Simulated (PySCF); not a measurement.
## Gas-phase XPS of MgMeCl, computed

Compound: MgMeCl, CH3ClMg.
Cartesian coordinates in Å at the PBE0-D3(BJ)/def2-SVP level; atoms count from 1:
```
atom  x, y, z in Å
Mg1   -0.0101    0.0164   -1.2194
C2     0.0020    0.0049    0.8600
H3    -0.4446    0.9229    1.2774
H4     1.0285   -0.0711    1.2563
H5    -0.5690   -0.8499    1.2598
Cl6   -0.0067   -0.0231   -3.4341
```

Computed, not measured: delta-SCF UKS SCAN, pcX-2 on the ionised atom, pcseg-1 elsewhere, spin-free X2C in PySCF 2.14.0. Vertical ΔSCF values, vacuum level as zero.

Question: Give the core binding energies atom by atom.

Answer: 
```csv
atom(s),bonded to,level,binding energy (eV),2p1/2 (eV),count
Cl6,Mg,Cl 2p3/2,204.75,206.41,1
C2,3 H and Mg,C 1s,289.57,–,1
Mg1,Cl and C,Mg 1s,1311.88,–,1
Cl6,Mg,Cl 1s,2827.36,–,1
```

Question: Give the binding energy of Cl 2p3/2 of Cl6 in hartree and in kJ/mol.

Answer: 204.75 eV = 7.5244 Eh = 19755 kJ/mol.

For 2p shells one spin-free hole was relaxed; a mean-field spin–orbit operator and the ground-state splitting of the three 2p orbitals were then diagonalised within the shell. The shell's mean is (2 × 2p3/2 + 2p1/2)/3, and the degeneracies 2j + 1 give areas of 2:1. 2p1/2 minus 2p3/2 (ligand field included): Cl 1.65 eV. Isolated species at its PBE0-D3(BJ)/def2-SVP geometry, gas phase.
